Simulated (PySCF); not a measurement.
**Molecular orbitals of MgAl**

PBEsol at R = 2.906 Å; Mg 6-31G(d,p), Al 6-31G(d,p); no relativity (PySCF 2.14). State: ²Π (doublet), unpaired electrons π ↑. Only the outer orbitals are listed, counted within each symmetry.

```csv
spin,orbital,occ.,ε (eV),on Mg (%),main shells (%)
α,2π,1,-46.94,100,100 Mg p
α,6σ,1,-46.92,100,100 Mg p
α,2π,1,-46.91,100,100 Mg p
α,7σ,1,-8.11,13,"85 Al s, 10 Mg s"
α,8σ,1,-4.99,71,"71 Mg s, 17 Al p, 12 Al s"
α,3π,1,-3.17,20,"79 Al p, 19 Mg p"
α,3π,0,-2.99,22,"78 Al p, 21 Mg p"
α,9σ,0,-2.74,52,"47 Al p, 35 Mg p, 17 Mg s"
α,4π,0,-1.18,81,"81 Mg p, 18 Al p"
β,2π,1,-46.94,100,100 Mg p
β,6σ,1,-46.92,100,100 Mg p
β,2π,1,-46.90,100,100 Mg p
β,7σ,1,-7.58,19,"80 Al s, 14 Mg s"
β,8σ,1,-4.81,72,"71 Mg s, 14 Al p, 13 Al s"
β,3π,0,-2.72,28,"72 Al p, 27 Mg p"
β,9σ,0,-2.60,49,"48 Al p, 39 Mg p, 10 Mg s"
β,3π,0,-2.21,39,"61 Al p, 38 Mg p"
```

Which are the highest filled and the lowest empty level, where do they sit, and how wide is the gap?

Highest filled α 3π at -3.17 eV (in %: 79 Al p, 19 Mg p); lowest empty α 3π at -2.99 eV (in %: 78 Al p, 21 Mg p); the gap at PBEsol is 0.18 eV. Both belong to one degenerate shell, split only by its one-sided filling, so this is no excitation gap.

```json
{"bond order (Mayer)": "0.99", "⟨S²⟩": "0.759", "charge on Mg (Mulliken, basis-dependent)": "0.04", "charge on Mg (Löwdin, basis-dependent)": "0.01", "dipole moment (positive dipole means Mg(−)Al(+))": "-1.36 D"}
```

The state is the lowest determinant that a PBE0 search found; another state may lie lower at other levels.
